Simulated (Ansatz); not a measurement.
Cubic perovskite SrTiO₃ (cubic form, which distorts at low temperature) was calculated with LDA+SOC (PAW; Ansatz, a program for electronic structure).

Run with plane-wave cutoff 520 eV, 10×10×10 k mesh, Fermi–Dirac smearing 0.01 eV, PAW data made under PBE.

The cell has the measured lattice: a = b = c = 3.9050 Å, α = β = γ = 90.00°.

Q: What does this level give for the band gap and smallest direct gap on the k points sampled?

A: 
band gap: 1.77 eV (indirect)
smallest direct gap on the k points sampled: 2.10 eV

Measured, for comparison: band gap 3.59 eV (zero-point renormalisation of 336 meV (experimental, the table's column) added back here, indirect; inputs from Miglio et al. (2020), arXiv:2011.12765). Computed (rounded) less measured: band gap -1.82 eV.

Note: cell and atoms aren't relaxed at this level (pressure -7.3 GPa).

The computed numbers hold no vibrational or temperature effects.

Cost on a shared machine: about 50 core-seconds (a rough figure).
